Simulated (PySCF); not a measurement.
# C2H3F3 (Ethane, 1,1,2-trifluoro): the cost of one run

Programs: PySCF 2.14.0, with density-fitted response routines of our own. Each step states its level of theory. These are calculated values for one molecule in the gas phase, unless marked as measured. Atoms are numbered from 0 throughout.

**1. The starting structure**

8 atoms, charge 0, multiplicity 1; geometry from: GFN2-xTB. The atoms were then displaced at random by about 0.01 Å, so the start is not that level's minimum.

Bonds of the start (Å): F0–C1 1.40, C1–C2 1.54, C2–F3 1.33, C2–F4 1.35, C1–H5 1.10, C1–H6 1.10, C2–H7 1.09.

**2. Relaxing the molecule at PBE0-D3(BJ)/def2-SVP**

What the job is given:

```
{"job": {"xc": "PBE0", "basis": "def2-SVP", "d3": "d3bj", "grid": 1, "shake": 0.01, "kind": "geom"}, "charge": 0, "multiplicity": 1}
F      1.381690    -0.985490     0.646230
C      0.759450     0.137490     0.098990
C     -0.750620    -0.120010    -0.092490
F     -1.390950     1.032750     0.086680
F     -1.008510    -0.545420    -1.347690
H      1.241950     0.351230    -0.862890
H      0.918040     0.972600     0.797460
H     -1.095930    -0.862290     0.621240
```

Run with:

```bash
OMP_NUM_THREADS=1 python probes_run.py task.json out
```

The driver reads the jobs from task.json and runs them one after another.

**Question.** How long does this first job take on 1 thread of Arm Neoverse V1, shared host, and how much memory does it need?

About 17 s, with a peak of 0.35 GiB.
